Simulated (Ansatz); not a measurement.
Worked example: H$_{3}$Si–CH⁺, doublet against H3Si–CH, triplet

Geometry (PBE0/def2-TZVP stationary point of a triplet), kept for both states (H3Si–CH, triplet: A''; H3Si–CH⁺, doublet: A'):

```xyz
6

Si    0.0000    0.0155    0.5207
C     0.0000   -0.0679   -1.2849
H     0.0000    1.4324    0.9821
H     1.2072   -0.6637    1.0635
H    -1.2072   -0.6637    1.0635
H     0.0000    0.2722   -2.3081
```

Basis cc-pVDZ; Ansatz 0.2.0. Correlated methods freeze the noble-gas cores. Prefix R: restricted or restricted open-shell reference; prefix U: unrestricted.

Full CI isn't at hand for all of this; UCCSDT(Q) serves as the reference, and is uncertain by about the last step of the cluster series.

```csv
level,"E(H3Si–CH, triplet) (hartree)","E(H3Si–CH⁺, doublet) (hartree)"
UHF,-329.032897,-328.691459
UMP2,-329.221902,-328.866938
UCCSD(T),-329.269279,-328.919897
PBE,-329.638144,-329.293653
wB97M-V,-329.799493,-329.448212
UCCSDT(Q),-329.270516,-328.921918
```

Give the vertical gap, H3Si–CH⁺ doublet less H3Si–CH triplet, at each level in eV (1 hartree = 27.2114 eV), and each error against UCCSDT(Q).

UCCSDT(Q): (-328.921918 − (-329.270516)) × 27.2114 = 9.486 eV (the reference)
wB97M-V: (-329.448212 − (-329.799493)) × 27.2114 = 9.559 eV, error 0.073 eV
PBE: (-329.293653 − (-329.638144)) × 27.2114 = 9.374 eV, error -0.112 eV
UCCSD(T): (-328.919897 − (-329.269279)) × 27.2114 = 9.507 eV, error 0.021 eV
UMP2: (-328.866938 − (-329.221902)) × 27.2114 = 9.659 eV, error 0.173 eV
UHF: (-328.691459 − (-329.032897)) × 27.2114 = 9.291 eV, error -0.195 eV

Total energies of functionals can't be set beside those of wave-function methods, since they hold the core's correlation and their own absolute errors; only the differences compare.

In so small a basis the reference is far from its limit while semilocal and hybrid functionals are nearer theirs, so the functionals' errors here hold much of the reference's basis and frozen-core error, which can add to them or hide them.

Each level lands on the state that its own search finds. T1 diagnostics of restricted CCSD: 0.021 and 0.035.
